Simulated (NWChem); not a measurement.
**M06-2X/def2-TZVP run of CH3NO (Nitrosomethane)**

What is the vertical ionisation energy of CH3NO (Nitrosomethane) at M06-2X/def2-TZVP? The job is set up through an ASE script.

The calculation is run with NWChem 7.3.0.

1 further run of the same task is left out (set aside as unsound or not needed). Runs told in other sessions of the task aren't counted.

## Step 1: The structure to begin with

CH3NO: 6 atoms, total charge 0, spin state singlet. SMILES: `CN=O`. The shape is that of a PBE0-D4/def2-TZVP optimisation.

Bond lengths: C1–N2 1.468 Å, N2–O3 1.193 Å, C1–H4 1.094 Å, C1–H5 1.094 Å, C1–H6 1.092 Å. Angles: C1–N2–O3 113.9°, N2–C1–H4 106.8°, N2–C1–H5 106.8°, N2–C1–H6 111.9°, H4–C1–H5 107.0°, H4–C1–H6 112.0°, H5–C1–H6 112.0°.

## Step 2: Energy and forces at M06-2X/def2-TZVP

run.py

```python
from ase import Atoms
from ase.calculators.nwchem import NWChem

mol = Atoms(['C', 'N', 'O', 'H', 'H', 'H'], positions=[
    [-0.173320, 0.295060, -0.257500],
    [-0.093510, -0.930080, 0.547430],
    [0.960290, -1.089300, 1.083500],
    [-0.434830, -0.011430, -1.274170],
    [-1.017200, 0.873040, 0.129410],
    [0.758570, 0.862730, -0.228690],
])

calc = NWChem(
    label='nw',
    theory='dft',
    memory='2200 mb',
    basis='def2-TZVP',
    basispar='spherical bse',
    dft={'xc': 'm06-2x', 'mult': '1', 'grid': 'fine', 'convergence': 'energy 1e-08', 'iterations': '100', 'mulliken': None},
)
mol.calc = calc

forces = mol.get_forces()
e = mol.get_potential_energy()
print(f"E = {e:.6f} eV")
print("forces (eV/A):")
for s, f in zip(mol.symbols, forces):
    print(f"{s:2s} {f[0]:10.5f} {f[1]:10.5f} {f[2]:10.5f}")
print("dipole (e A):", mol.get_dipole_moment().round(4))
```

Launch:

```console
$ export ASE_NWCHEM_COMMAND="nwchem PREFIX.nwi > PREFIX.nwo"
$ python run.py
```

The program printed:

```text
E = -4620.201746 eV
forces (eV/A):
C    -0.04366    0.18687   -0.13637
N     0.16661   -0.16825    0.17473
O    -0.18116    0.07184   -0.11992
H     0.04139    0.00843    0.07143
H     0.07292   -0.03929   -0.00422
H    -0.05615   -0.05960    0.01430
dipole (e A): [-0.159   0.3829 -0.307 ]
```

The calculator wrote nw.nwi:

```
title "nw"

permanent_dir nw

scratch_dir nw

start nw

geometry units angstrom nocenter noautosym noautoz
  C  -1.7332000000000000e-01 2.9505999999999999e-01 -2.5750000000000001e-01
  N  -9.3509999999999996e-02 -9.3008000000000002e-01 5.4742999999999997e-01
  O  9.6028999999999998e-01 -1.0892999999999999e+00 1.0834999999999999e+00
  H  -4.3482999999999999e-01 -1.1429999999999999e-02 -1.2741700000000000e+00
  H  -1.0172000000000001e+00 8.7304000000000004e-01 1.2941000000000000e-01
  H  7.5856999999999997e-01 8.6273000000000000e-01 -2.2869000000000000e-01
end

memory 2200 mb

basis spherical bse noprint
   * library def2-TZVP
end

dft
  xc m06-2x
  mult 1
  grid fine
  convergence energy 1e-08
  iterations 100
  mulliken
end

task dft gradient
```

nw.nwo, shortened:

```text
[...]
         Total DFT energy =     -169.789283880770
[...]
  wavefunction    = closed shell
                         DFT ENERGY GRADIENTS
    atom               coordinates                        gradient
                 x          y          z           x          y          z
   1 C      -0.327527   0.557583  -0.486604    0.000849  -0.003634   0.002652
   2 N      -0.176708  -1.757596   1.034493   -0.003240   0.003272  -0.003398
   3 O       1.814685  -2.058479   2.047518    0.003523  -0.001397   0.002332
   4 H      -0.821710  -0.021600  -2.407832   -0.000805  -0.000164  -0.001389
   5 H      -1.922229   1.649806   0.244549   -0.001418   0.000764   0.000082
   6 H       1.433489   1.630323  -0.432161    0.001092   0.001159  -0.000278
[...]
```

It took 28 s on 1 thread of Intel Xeon 6975P-C (Granite Rapids), shared host; peak memory 0.13 GiB.

## Step 3: The doublet cation: the energy at UM06-2X/def2-TZVP

run.py

```python
from ase import Atoms
from ase.calculators.nwchem import NWChem

molecule = Atoms(['C', 'N', 'O', 'H', 'H', 'H'], positions=[
    [-0.173320, 0.295060, -0.257500],
    [-0.093510, -0.930080, 0.547430],
    [0.960290, -1.089300, 1.083500],
    [-0.434830, -0.011430, -1.274170],
    [-1.017200, 0.873040, 0.129410],
    [0.758570, 0.862730, -0.228690],
])

calc = NWChem(
    label='ch3no',
    theory='dft',
    memory='2200 mb',
    basis='def2-TZVP',
    basispar='spherical bse',
    charge=1,
    dft={'xc': 'm06-2x', 'mult': '2', 'grid': 'fine', 'convergence': 'energy 1e-08', 'iterations': '100', 'mulliken': None},
    task='energy',
)
molecule.calc = calc

print("Total energy (eV):", round(molecule.get_potential_energy(), 6))
```

Launch:

```console
$ export ASE_NWCHEM_COMMAND="nwchem PREFIX.nwi > PREFIX.nwo"
$ python run.py
```

The program printed:

```text
Total energy (eV): -4610.537391
```

The calculator wrote ch3no.nwi:

```
title "ch3no"

permanent_dir ch3no

scratch_dir ch3no

start ch3no

geometry units angstrom nocenter noautosym noautoz
  C  -1.7332000000000000e-01 2.9505999999999999e-01 -2.5750000000000001e-01
  N  -9.3509999999999996e-02 -9.3008000000000002e-01 5.4742999999999997e-01
  O  9.6028999999999998e-01 -1.0892999999999999e+00 1.0834999999999999e+00
  H  -4.3482999999999999e-01 -1.1429999999999999e-02 -1.2741700000000000e+00
  H  -1.0172000000000001e+00 8.7304000000000004e-01 1.2941000000000000e-01
  H  7.5856999999999997e-01 8.6273000000000000e-01 -2.2869000000000000e-01
end

charge 1

memory 2200 mb

basis spherical bse noprint
   * library def2-TZVP
end

dft
  xc m06-2x
  mult 2
  grid fine
  convergence energy 1e-08
  iterations 100
  mulliken
end

task dft energy
```

ch3no.nwo:

```text
Northwest Computational Chemistry Package (NWChem) 7.3.0
             --------------------------------------------------------

           Job information
           ---------------

    nwchem branch   = 7.3.0
    use scalapack   = T
    input           = ch3no.nwi
    prefix          = ch3no.
    data base       = ch3no/ch3no.db
    status          = startup
    nproc           =        1

           Memory information
           ------------------

    heap     =     72089598 doubles =      550.0 Mbytes
    stack    =     72089595 doubles =      550.0 Mbytes
    global   =    144179200 doubles =     1100.0 Mbytes (distinct from heap & stack)
    total    =    288358393 doubles =     2200.0 Mbytes
    verify   = yes
    hardfail = no

           Directory information
           ---------------------

  0 permanent = ch3no
  0 scratch   = ch3no

                                NWChem Input Module
                                -------------------

                                       ch3no
                                       -----

 Scaling coordinates for geometry "geometry" by  1.889725989
 (inverse scale =  0.529177249)

                             Geometry "geometry" -> ""
                             -------------------------

 Output coordinates in angstroms (scale by  1.889725989 to convert to a.u.)

[... 19 lines left out ...]
            Nuclear Dipole moment (a.u.)
[... 64 lines left out ...]
  convergence criterion.
[... 16 lines left out ...]
          Convergence on density requested:  1.00D-05
[... 22 lines left out ...]
          Spatial weights used:  Erf1
[... 3 lines left out ...]
          Convergence aids based upon iterative change in
[... 86 lines left out ...]
         Total DFT energy =     -169.434125379751
[... 1 line left out ...]
           Coulomb energy =      143.908484034163
[... 1 line left out ...]
 Nuclear repulsion energy =       70.928017868859
[... 788 lines left out ...]
                     DFT Final Beta Molecular Orbital Analysis
[... 869 lines left out ...]
   alpha     81     82     83     84     85     86     87     88     89     90
    beta     81     82     83     84     85     86     87     88     89     90
 overlap   1.000  0.999  1.000  1.000  0.999  1.000  1.000  1.000  0.999  0.998

   alpha     91     92     93     94     95     96     97     98     99    100
    beta     91     92     94     93     95     96     97     98     99    100
 overlap   0.996  0.999  0.995  0.999  0.999  1.000  0.997  0.998  1.000  1.000

   alpha    101    102    103    104    105    106    107    108    109    110
    beta    101    102    103    104    105    106    107    108    109    110
 overlap   0.975  0.999  0.975  0.998  1.000  0.999  0.999  0.999  1.000  1.000

   alpha    111
    beta    111
 overlap   1.000

     --------------------------
     Expectation value of S2:
     --------------------------
      <S2> =      0.7550 (Exact =     0.7500)

 center of mass
 --------------
 x =   0.47311294 y =  -1.05642753 z =   0.86138786

 moments of inertia (a.u.)
 ------------------
         127.509926944194          35.911952790026         -41.331552494852
          35.911952790026         108.364198858794          55.413232919371
         -41.331552494852          55.413232919371         120.735755932399

     Multipole analysis of the density
     ---------------------------------

     L   x y z        total         alpha         beta         nuclear
     -   - - -        -----         -----         ----         -------
     0   0 0 0      1.000000    -12.000000    -11.000000     24.000000

     1   1 0 0      0.079581     -5.374048     -4.551279     10.004909
[... 8 lines of this table left out ...]
     2   0 0 2     -9.299908    -30.463692    -27.331013     48.494796

 Task  times  cpu:       35.5s     wall:       35.5s
 Total times  cpu:       35.5s     wall:       35.5s
```

Run time: 37 s. Hardware: 1 thread of Intel Xeon 6975P-C (Granite Rapids), shared host; peak memory 0.12 GiB.

## Step 4: What came out

Level: M06-2X/def2-TZVP.

```
                                          quantity          value
                       singlet CH3NO: total energy  -169.78928 Eh
                      singlet CH3NO: dipole moment         2.48 D
                        singlet CH3NO: HOMO energy       -8.31 eV
                        singlet CH3NO: LUMO energy       -0.83 eV
                      singlet CH3NO: HOMO–LUMO gap        7.48 eV
           singlet CH3NO: largest force on an atom     0.294 eV/Å
                      doublet cation: total energy  -169.43413 Eh
doublet cation: HOMO energy (highest over α and β)      -18.83 eV
 doublet cation: LUMO energy (lowest over α and β)      -11.15 eV
                              doublet cation: ⟨S²⟩          0.755
vertical ionisation energy (to the doublet cation)       9.664 eV
```

**Reading.** The vertical ionisation energy comes to 9.66 eV (932 kJ/mol). The largest force (singlet CH3NO) is 0.29 eV/Å: the shape isn't a stationary point for this species at this level. The negative HOMO energy of the first species, 8.31 eV, lies 1.36 eV below that difference. Mulliken charges (singlet CH3NO) run from -0.31 on C1 to +0.16 on H4. Mulliken charges (doublet cation) run from -0.30 on C1 to +0.39 on N2; they depend strongly on the basis.
